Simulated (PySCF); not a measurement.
## Static response to an electric field

Species: C6H10.
Cartesian coordinates in Å at the PBE0-D3(BJ)/def2-SVP level; atoms count from 1:
```
atom  x, y, z in Å
C1     2.7524    0.1738   -0.5333
C2     1.8216   -0.2571    0.5492
C3     0.4742   -0.2479    0.5300
C4    -0.3708    0.1903   -0.5665
C5    -1.7181    0.2006   -0.5871
C6    -2.6514   -0.2287    0.4940
H7     2.2346    0.5333   -1.4325
H8     3.4157    0.9821   -0.1810
H9     3.4137   -0.6563   -0.8348
H10    2.3028   -0.6228    1.4640
H11   -0.0342   -0.6066    1.4302
H12    0.1382    0.5483   -1.4666
H13   -2.1977    0.5665   -1.5028
H14   -2.1357   -0.5889    1.3940
H15   -3.3119    0.6025    0.7944
H16   -3.3154   -1.0359    0.1406
```

Level: PBE0/def2-SVPD (PySCF), static field, nuclei fixed, core orbitals frozen in the response. The polarisability tensor in these axes (au):

```
x   128.51  -0.77   1.67
y    -0.77  55.73  -4.84
z     1.67  -4.84  65.92
```

Diagonalise the tensor; give its mean and Δα, where Δα² is half the sum of the squared differences of the eigenvalues.

Principal values 53.80, 67.79 and 128.57 au; mean 83.39 au = 12.36 Å³ = 13.75 × 10⁻⁴⁰ C²·m²/J; Δα = 68.85 au (83 % of the mean).

What is the dipole moment?

0.00 D; point group C2h allows none.

Give the principal axes and the span of the nuclei along them.

Largest value along (1.00, -0.01, 0.03), where the nuclei span 6.69 Å; middle along (-0.03, -0.37, 0.93), 3.17 Å; least along (0.00, 0.93, 0.37), 1.76 Å. The response follows the extents in order.

What depolarisation ratio follows for Rayleigh scattering of linearly polarised light, taking the static tensor?

ρ = 3Δα²/(45ᾱ² + 4Δα²) = 14220.1/(312900 + 18960.2) = 0.0428.

What would n − 1 = 2πNα be for an ideal gas of these molecules at 400 K and 1 atm, electronic part alone?

N = p/kT = 1.8347 × 10¹⁹ cm⁻³, so n − 1 = 2π × N × 12.36 × 10⁻²⁴ cm³ = 1424 × 10⁻⁶ at long wavelengths.

One conformer (not necessarily the lowest) at the PBE0-D3(BJ)/def2-SVP geometry, without solvent, vibrations or thermal averaging.
